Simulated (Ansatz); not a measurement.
Mulliken charges of C3H5ClO (`CC1(Cl)CO1`) from ωB97M-V/def2-TZVPP in Ansatz (PBE0-D4/def2-TZVP geometry).

```
atom   x (Å)   y (Å)   z (Å)  charge (e)
  C1   0.507  -0.425   1.083      -0.265
  C2   0.318   0.099  -0.303       0.187
 Cl3   1.645  -0.360  -1.388      -0.108
  C4  -0.977   0.364  -0.913      -0.035
  O5  -0.119   1.409  -0.443      -0.304
  H6   1.422  -0.015   1.514       0.117
  H7   0.583  -1.512   1.074       0.111
  H8  -0.340  -0.126   1.703       0.095
  H9  -1.884   0.216  -0.333       0.093
 H10  -1.072   0.298  -1.992       0.109
```

Task: By hand: the dipole of these point charges (1 e Å = 4.8032 D).

Result: Σ q r = (-0.275, -0.400, 0.183) e Å, of length 0.519 e Å = 2.49 D.

Task: How does the dipole of the full density compare? (An estimate is asked.)

Result: Computed: (-0.345, -0.277, 0.211) e Å, 2.35 D; the point charges give 1.06 times that, at 16° from its direction.

Point charges leave out the atoms' own dipoles, such as those of lone pairs, and Mulliken's split depends on the basis, so the close match here is no proof of good charges.
